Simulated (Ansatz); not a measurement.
# CHAlCl (doublet): from Hartree-Fock to the top rungs, cc-pVDZ

An exercise on one series of results from a longer session: the logs are not shown, and one member is left open.

Program: Ansatz 0.2.0, Gaussian basis. Level of theory: cc-pVDZ, core rule «outside noble gas», up to 11 orbitals frozen. These are calculated values, not measurements.

The runs, in order: UHF; CCSD(T) on ROHF; CCSD(T) on UHF; BCCD(T) on ROHF; CISD; CCSDT(Q) on ROHF; CCSDT(Q) on UHF; CASSCF and MRCISD+Q, 9 electrons in 9 orbitals; CASSCF and NEVPT2, 9 electrons in 9 orbitals.

23 further runs of the same task are left out: 7 that didn't finish, 16 set aside as unsound or not needed.

## What is computed

The geometry is a PBE0/def2-TZVP stationary point (not a proven minimum).

4 atoms, charge 0, spin multiplicity 2.

Atoms are counted from 1 here; the program's logs count them from 0.

Bond lengths: Al1–C2 1.982 Å, C2–Cl3 1.734 Å, C2–H4 1.089 Å. Angles: Al1–C2–Cl3 106.0°, Al1–C2–H4 143.7°, Cl3–C2–H4 110.3°.

Set-up of the first run:

Contents of in.yaml:

```yaml
crystal:
  periodic: [false, false, false]
  atoms:
    - {symbol: Al, position_ang: [0.000000, -0.193934, 1.685466]}
    - {symbol: C, position_ang: [0.000000, 0.906488, 0.037552]}
    - {symbol: Cl, position_ang: [0.000000, -0.214382, -1.285968]}
    - {symbol: H, position_ang: [0.000000, 1.930244, -0.333401]}
basis:
  gaussian: {orbitals: cc-pVDZ}
magnetization: {spin_polarized: true, initial_magnetization: 1}
hamiltonian: {xc: hf}
output: {orbitals: {seedname: orbitals}}
```

On the command line:

```sh
ansatz run in.yaml --threads 1 --pin off --events-out ev --progress --plain --max-ram 2393MiB
```

Among the steps run: UHF; CCSD(T) on ROHF; CCSD(T) on UHF; BCCD(T) on ROHF; CISD; CCSDT(Q) on ROHF; CCSDT(Q) on UHF; CASSCF and MRCISD+Q, 9 electrons in 9 orbitals; CASSCF and NEVPT2, 9 electrons in 9 orbitals.

One of the session's tables, all rows but one given; the rest of the session is left out.

It belongs to the step «Misses and costs». 

```
           method  from UCCSDT(Q) (meV)
             ROHF               +9441.1
              UHF               +9319.3
             RMP2               +1351.7
             UMP2               +1394.6
             CISD               +1343.9
            RCCSD                +315.9
            UCCSD                     ?
         RCCSD(T)                 +51.4
         UCCSD(T)                 +52.9
          BCCD(T)                 +48.7
           RCCSDT                 +22.0
           UCCSDT                 +21.8
        RCCSDT(Q)                  +1.9
        UCCSDT(Q)                     0
  CASSCF frontier               +7252.5
  MRCISD frontier                +830.7
MRCISD+Q frontier                +100.8
```

Q: Estimate the row for UCCSD from the others.

As computed: from UCCSDT(Q) (meV): +313.8. In the column «from UCCSDT(Q) (meV)» it lies between MRCISD+Q frontier (+100.8) and RCCSD (+315.9).

Not comparable, so not listed: CASSCF and NEVPT2, 9 electrons in 9 orbitals (they don't share determinant, frozen orbitals or solution with the rows shown, or repeat one).

To keep in mind: Restricted and unrestricted rows rest on different reference determinants; where their highest levels disagree by more than a few hundredths of an eV, they describe different states and don't form one ladder. Warnings in the runs' records: passed over end.
